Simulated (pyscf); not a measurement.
HC≡C–CH₃ (SMILES C#CC) + H₂O (SMILES O) → H₂C=C(CH₃)–OH (SMILES C=C(C)O), an addition across a multiple bond or ene-type step (singlet surface; H–O broken, C–O, C–H formed). Single points on ωB97X-D3(BJ)/def2-SVP structures (PySCF, gas phase). MP2 and CC: frozen core, UHF for open shells. ΔMP2 is the change of the MP2 total energy from the triple- to the quadruple-zeta basis. Energies in eV from the separated reactants.

Small-basis levels: PySCF, no dispersion term, spherical d functions. AM1 to PM7: differences of heats of formation from MOPAC, which are fitted to 298 K values and so differ in kind from electronic energies by zero-point and thermal terms. GFN2-xTB: tblite. Cost: rough CPU time at the saddle relative to B3LYP/6-31G*, from one job on a shared machine.

```tsv
level	barrier	reaction energy	cost
HF/6-31G*	2.81	-1.60	0.08
PBE/6-31G*	1.53	-2.02	2
B3LYP/3-21G	1.42	-2.06	0.7
PBE/def2-SVP	1.51	-1.93	2
B3LYP/def2-SVP	1.92	-1.74	1
GFN2-xTB	2.44	-1.79	under 0.02
PM7	2.45	-1.40	under 0.02
CCSD(T)/def2-TZVPP + ΔMP2(QZVPP)	2.33	-1.30	–
```

Against the last row the barrier runs from -0.91 (B3LYP/3-21G) to +0.48 eV (HF/6-31G*); GFN2-xTB happens to lie closest here (0.11 eV apart). CCSD(T)/def2-TZVPP + ΔMP2(QZVPP) has limits of its own. On the product side the descent ends in a point that may be a rotor saddle (no frequency run), 0.08 eV over the lowest minimum found and 3.64 eV under the saddle at ωB97X-D3(BJ)/def2-TZVP. At ωB97X-D3(BJ)/def2-TZVP the barrier from the zero used here is 2.13 eV. One saddle was located; it need not be the lowest between these sides. The CCSD(T) − MP2 part came from Ansatz, without density fitting, on the same reference.
